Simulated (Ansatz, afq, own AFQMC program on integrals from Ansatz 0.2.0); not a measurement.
MgSi, singlet: AFQMC among the cluster methods

```xyz
2

Si    0.0000    0.0000    0.0000
Mg    0.0000    0.0000    6.8330
```

Basis cc-pVDZ. Only valence electrons are correlated. Integrals, coupled cluster, full CI and functionals: Ansatz 0.2.0; the random walks run on the same integrals in our own AFQMC program. ph-AFQMC/CISD is guided by a CISD state made of CCSD amplitudes; releasing the constraint for a short imaginary time cuts its bias at the price of noise, slowly where states lie close. Error bars are statistical, one sigma.

Determinant: RHF, the one that the program's search chose, which needn't be the lowest solution. The geometry is a point of a scan.

Full CI on the same integrals is exact in this basis and with this determinant's frozen core.

Cautions: higher spins were not checked; restricted determinant unstable towards unrestricted (UHF 1.36 eV lower, ⟨S²⟩ 1.03); strong correlation (T1 0.012, weight of the determinant 0.72, largest double 0.33); the released energies are still falling, so no released level is given (meV from the phaseless value at times in 1/Eh: -4 ± 6 at 0.24, -9 ± 6 at 0.51, -22 ± 6 at 0.99, -27 ± 5 at 1.62, -44 ± 5 at 2.40); the ph-AFQMC/CISD walk drifts between its halves (2.4 errors); CCSDTQ on the UHF determinant differs (1.01 eV lower), perhaps since the unrestricted series falls towards higher spin.

- T1 diagnostic: 0.0125
- weight of the determinant in the CISD state: 0.717
- size of the correlated space: 6 electrons in 26 orbitals

Reference: full CI, correlation energy -3.384 eV.

| level | E − E(reference) (mEh) | share of correlation (%) |
| --- | --- | --- |
| HF | 124.36 | 0.00 |
| MP2 | 48.05 | 61.36 |
| CCSD | 5.68 | 95.44 |
| CCSD(T) | 2.83 | 97.72 |
| CCSDT | 2.36 | 98.11 |
| CCSDT(Q) | 1.04 | 99.16 |
| CCSDTQ | 0.00 | 100.00 |
| ph-AFQMC/CISD | 3.55 ± 0.21 | 97.14 |

CCSDT and higher add their correlation energy to the determinant of the CCSD(T) run, since their own runs factorise the integrals more tightly (a shift of under 2 meV). A walk keeps the symmetry of its determinant, which the program's search chose and which needn't be the lowest solution, so a lower state of the same spin and another symmetry isn't excluded.
